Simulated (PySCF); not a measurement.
# How well do the runs reproduce experiment for 1-methylcyclopropene?

**The experiment to reproduce.**

From NIST CCCBDB Release 22 (SRD 101), experimental dipoles, for the gas: dipole moment 0.84 D.

The runs below try to reproduce these values; the comparison stands at the end.

Compound: 1-methylcyclopropene, C₄H₆.
Numbering: `[CH3:1][C:2]1=[CH:3][CH2:4]1` (hydrogens: H5, H6, H7 on C1; H8 on C3; H9, H10 on C4)

Structure used (PBE0-D3(BJ)/def2-TZVP), in Å, numbered top down from 1:
```xyz
10
C4H6 angstrom
C     -1.4576    0.1404   -0.1234
C      0.0084    0.1361   -0.0965
C      1.1548    0.6400   -0.4018
C      1.2003   -0.6115    0.4206
H     -1.8335   -0.7867   -0.5667
H     -1.8478    0.9856   -0.6929
H     -1.8557    0.1876    0.8943
H      1.7395    1.4015   -0.8891
H      1.4880   -1.5563   -0.0449
H      1.4550   -0.5556    1.4810
```

The PySCF runs (gas phase, on this PBE0-D3(BJ)/def2-TZVP geometry; no spin–orbit coupling):

```tsv
level	job	basis functions	wall time
PBE0-D3(BJ)/def2-TZVP, grid level 2	geometry optimisation from a GFN2-xTB start shaken at random	160	71 s
PBE0/pcSseg-2	shieldings, ring-centre shieldings, charges and field gradients, density and orbital grids written	228	17 s
CAM-B3LYP/aug-cc-pVTZ	10 singlets by full TDDFT, 4 Tamm–Dancoff triplets, polarisability	322	29 s
PBE0/aug-cc-pVTZ	10 singlets by full TDDFT, 4 Tamm–Dancoff triplets, polarisability, dynamic polarisability, density and orbital grids written	322	30 s
wB97X-D/aug-cc-pVTZ	10 singlets by full TDDFT, 4 Tamm–Dancoff triplets, polarisability, ΔSCF ions	322	47 s
```

Hardware: AMD EPYC 7R43, one thread, shared host.

**Comparison with experiment**

**Dipole moment.** Measured: 0.84 D (NIST CCCBDB Release 22 (SRD 101), experimental dipoles).

| level | computed (D) | computed − measured (D) | % (from the printed values) |
| --- | --- | --- | --- |
| PBE0-D3(BJ)/def2-TZVP | 0.93 | +0.09 | +11 |
| PBE0/pcSseg-2 | 0.93 | +0.09 | +11 |
| CAM-B3LYP/aug-cc-pVTZ | 0.92 | +0.08 | +10 |
| PBE0/aug-cc-pVTZ | 0.94 | +0.10 | +12 |
| wB97X-D/aug-cc-pVTZ | 0.93 | +0.09 | +11 |

Closest is CAM-B3LYP/aug-cc-pVTZ (+0.08 D), furthest PBE0/aug-cc-pVTZ (+0.10 D); one molecule doesn't rank methods. All 5 levels lie above the measurement. The computed dipoles belong to one fixed geometry; measured ones are averaged over vibrations unless marked μe. Magnitudes are compared, not signs.

The geometry is computed, not the measured one. Where a level misses, the cause wasn't examined.
